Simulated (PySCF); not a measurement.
**Question.** What does the PBE0-D3(BJ)/def2-SVP structure of `c1c[p-]cp1` look like in three dimensions? (Charge -1.)

**Answer.** 
Z-matrix in Å and degrees, rows numbered from 1:
```
C 
C   1  1.3901
P   2  1.7608  1  117.03
C   3  1.7444  2   93.98  1    -0.06
P   4  1.7445  3  117.99  2     0.08
H   1  1.0984  2  121.70  3  -179.94
H   2  1.0983  1  121.68  3   179.91
H   4  1.0968  3  121.02  2   179.97
```

P3 (phosphorus bonded to 2 C) is bent (angle 94.0°). C4 (aromatic CH carbon) is planar (angles 121.0°, 121.0° and 118.0°, sum 360.0°, 0.00 Å off the plane of its three neighbours). The 5-membered ring C1–C2–P3–C4–P5 has internal angles of 94.0° to 118.0° (sum 540°, against 540° for a flat polygon); it is planar, 0.00 Å rms from its mean plane, widest ring torsion 0°. C1 (aromatic CH carbon) is planar (angles 121.7°, 121.3° and 117.0°, sum 360.0°, 0.00 Å off the plane of its three neighbours).

The calculation used PySCF 2.14.0, PBE0-D3(BJ)/def2-SVP geometry optimisation, gas phase.

Point group: C2v (every atom within 0.08 Å of its image). Not checked by PBE0-D3(BJ)/def2-SVP frequencies. The geometry's basis has no diffuse functions, a weakness for an anion.
